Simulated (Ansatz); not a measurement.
Species: CH5O, charge 1, multiplicity 1. It need not be the lowest isomer of its formula. 
Coordinates optimised at B3LYP-D3(BJ)/def2-TZVP (Ansatz, an electronic-structure program):
```
C
H 1 1.0843
H 1 1.0843 2 111.91
H 1 1.0853 2 113.48 3 -130.00
O 1 1.5191 2 104.46 3 112.44
H 5 0.9764 1 114.71 2 -174.09
H 5 0.9764 6 110.50 1 131.55
```
Charge +1, spin multiplicity 1.

Parts of the frozen-core correlation energy in STO-3G (Ansatz, hartree). Frozen orbitals: 2; correlated occupied orbitals by spin: 7 and 7; virtual: 6 and 6. No spin-orbit coupling. Non-relativistic.

```csv
term,value
reference (HF),-113.92797
MP2 opposite-spin,[?]
MP2 same-spin,-0.00951
CCSD correlation,[?]
(T),[?]
FCI minus CCSD(T),-0.00030
T1 diagnostic,0.007
largest doubles amplitude,0.061
```

Q: Complete the blanks.

A: 
- MP2 opposite-spin, value: -0.08833
- CCSD correlation, value: -0.12850
- (T), value: -0.00101
